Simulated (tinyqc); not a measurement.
RHF in the sto-3g basis, for LiH, spin multiplicity 1, step by step (part 2 of 2). Computed by tinyqc, a small Python program that keeps every step (integrals from PySCF). Command: `OMP_NUM_THREADS=1 python tinyqc.py 28829 28830 out.jsonl` (the two numbers bound the seeds that draw the settings). One thread of a shared host (Intel(R) Xeon(R) Processor @ 2.60GHz), about 0.09 s of CPU time with the checks.

Geometry (angstrom):
```
atom         x         y         z
Li    0.000000  0.000000  0.000000
H     0.000000  0.000000  1.412000
```

## Iteration 7 (converged): orbitals

converged F (hartree):
```
            1Li 1s     1Li 2s   1Li 2px   1Li 2py    1Li 2pz      2H 1s
1Li 1s   -2.343192  -0.640317  0.000000  0.000000   0.012518  -0.268885
1Li 2s   -0.640317  -0.234918  0.000000  0.000000  -0.118586  -0.300141
1Li 2px   0.000000   0.000000  0.163347  0.000000   0.000000   0.000000
1Li 2py   0.000000   0.000000  0.000000  0.163347   0.000000   0.000000
1Li 2pz   0.012518  -0.118586  0.000000  0.000000  -0.019208  -0.246079
2H 1s    -0.268885  -0.300141  0.000000  0.000000  -0.246079  -0.191634
```

X:
```
            1Li 1s     1Li 2s   1Li 2px   1Li 2py    1Li 2pz      2H 1s
1Li 1s    1.023003  -0.123343  0.000000  0.000000   0.002265  -0.010524
1Li 2s   -0.123343   1.140592  0.000000  0.000000   0.144775  -0.333305
1Li 2px   0.000000   0.000000  1.000000  0.000000   0.000000   0.000000
1Li 2py   0.000000   0.000000  0.000000  1.000000   0.000000   0.000000
1Li 2pz   0.002265   0.144775  0.000000  0.000000   1.177908  -0.410159
2H 1s    -0.010524  -0.333305  0.000000  0.000000  -0.410159   1.296325
```

Diagonalise F' = X^T F X, C = X C', fill 2 alpha and 2 beta electrons from the bottom; D = 2 C_occ C_occ^T. Each column has its largest component positive (the first on a tie).

F' = X^T F X (hartree):
```
           1          2         3         4          5          6
1  -2.289089  -0.342028  0.000000  0.000000   0.036888  -0.086919
2  -0.342028   0.007444  0.000000  0.000000   0.031268  -0.301517
3   0.000000   0.000000  0.163347  0.000000   0.000000   0.000000
4   0.000000   0.000000  0.000000  0.163347   0.000000   0.000000
5   0.036888   0.031268  0.000000  0.000000   0.169297  -0.339004
6  -0.086919  -0.301517  0.000000  0.000000  -0.339004   0.139952
```

orbital energies (hartree): MO1 -2.346005, MO2 -0.300328, MO3 0.079455, MO4 0.163347, MO5 0.163347, MO6 0.594483

coefficients C:
```
               MO1        MO2        MO3       MO4        MO5        MO6
1Li 1s    0.990893  -0.182749  -0.207209  0.000000   0.000000   0.060523
1Li 2s    0.031030   0.437298   0.804059  0.000000   0.000000  -0.780713
1Li 2px   0.000000   0.000000   0.000000  0.604339   0.796727   0.000000
1Li 2py   0.000000   0.000000   0.000000  0.796727  -0.604339   0.000000
1Li 2pz  -0.008208   0.352699  -0.612211  0.000000   0.000000  -1.037978
2H 1s     0.010107   0.541123  -0.129821  0.000000   0.000000   1.284571
```

D after iteration 7:
```
            1Li 1s     1Li 2s   1Li 2px   1Li 2py    1Li 2pz      2H 1s
1Li 1s    2.030530  -0.098337  0.000000  0.000000  -0.145178  -0.177749
1Li 2s   -0.098337   0.384384  0.000000  0.000000   0.307959   0.473891
1Li 2px   0.000000   0.000000  0.000000  0.000000   0.000000   0.000000
1Li 2py   0.000000   0.000000  0.000000  0.000000   0.000000   0.000000
1Li 2pz  -0.145178   0.307959  0.000000  0.000000   0.248927   0.381541
2H 1s    -0.177749   0.473891  0.000000  0.000000   0.381541   0.585832
```

Within a degenerate level the vectors are fixed only up to a rotation; this is one choice.

## Convergence

Stop when the energy changes by less than 1e-09 hartree and every element of the error matrix X^T (F D S - S D F) X is below 9e-06.

Course of the cycle:
```
iteration  E (hartree)     change  largest element of the error matrix
1          -7.68047502          -                             2.32e-01
2          -7.85333809  -1.73e-01                             7.32e-02
3          -7.86015652  -6.82e-03                             1.68e-02
4          -7.86097193  -8.15e-04                             5.59e-03
5          -7.86114841  -1.76e-04                             2.62e-04
6          -7.86114856  -1.50e-07                             1.66e-05
7          -7.86114856  -3.72e-10                             3.46e-07
```

PySCF RHF in the same basis = -7.86114856 hartree

Converged in 7 iterations.

## Populations, bond orders and dipole

overlap S:
```
           1Li 1s    1Li 2s   1Li 2px   1Li 2py   1Li 2pz     2H 1s
1Li 1s   1.000000  0.241137  0.000000  0.000000  0.000000  0.099033
1Li 2s   0.241137  1.000000  0.000000  0.000000  0.000000  0.442125
1Li 2px  0.000000  0.000000  1.000000  0.000000  0.000000  0.000000
1Li 2py  0.000000  0.000000  0.000000  1.000000  0.000000  0.000000
1Li 2pz  0.000000  0.000000  0.000000  0.000000  1.000000  0.542432
2H 1s    0.099033  0.442125  0.000000  0.000000  0.542432  1.000000
```

Mulliken: Z minus the diagonal of D S on the atom; Loewdin: the same with S^(1/2) D S^(1/2); Mayer order: 2 sum_s sum (D(s) S)_ij (D(s) S)_ji over the two atoms.

Charges (e):
```
atom   Mulliken    Loewdin
1Li   -0.015292  -0.011800
2H     0.015292   0.011800
```

Mayer bond orders:
```
pair     order
2-1   0.999766
```

dipole moment about the origin, x y z (debye): 0.000000  0.000000  -4.823465
